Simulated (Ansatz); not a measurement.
Relaxation of BFH4O (7 atoms, charge 0, multiplicity 1), to a largest force component of 0.03 eV/Å in at most 50 steps.

The calculation used RKS B3LYP-D4/def2-SVP in Ansatz 0.2.0.

```xyz
7
Properties=species:S:1:pos:R:3:forces:R:3
B 0.025 0.342 -0.029 0.11 -0.27 -0.23
F -0.116 0.419 1.291 -0.04 0.17 0.29
H 1.136 0.437 -0.486 0.00 0.02 0.01
H -0.980 0.312 -0.694 -0.04 -0.04 -0.01
O 0.177 -2.189 0.547 -0.07 0.63 0.56
H -0.736 -2.486 0.421 0.00 -0.01 -0.01
H 0.136 -1.689 1.394 0.05 -0.51 -0.62
```

**Question.** Where does it end, and by what steps?

**Answer.** The run converged. The force dipped under the threshold on the way, but the program's further checks kept it going. After 15 steps the energy has fallen by 0.298 eV; H7 moved furthest, 0.58 Å. Joined: B1–O5 (2.60 → 1.75 Å).

```csv
step,energy less start (eV),largest force component (eV/Å),accepted
0,0.0000,0.635,yes
1,-0.0533,1.700,yes
2,-0.1274,1.861,yes
3,-0.2320,1.477,yes
4,-0.2782,0.242,yes
5,-0.2839,0.117,yes
6,-0.2860,0.057,yes
7,-0.2910,0.166,yes
8,-0.2925,0.151,yes
9,-0.2448,1.454,no
10,-0.2950,0.144,yes
11,-0.2959,0.095,yes
12,-0.2968,0.094,yes
13,-0.2977,0.016,yes
14,-0.2979,0.048,yes
15,-0.2980,0.014,yes
```

```xyz
7
Properties=species:S:1:pos:R:3
B -0.010 0.005 0.060
F -0.396 0.488 1.287
H 1.158 0.182 -0.229
H -0.858 0.048 -0.811
O 0.015 -1.720 0.361
H -0.873 -1.980 0.660
H 0.606 -1.877 1.117
```

Time of the run: 21 s on 1 thread of Arm Neoverse V2, with other jobs on the host, peak memory 0.13 GiB.
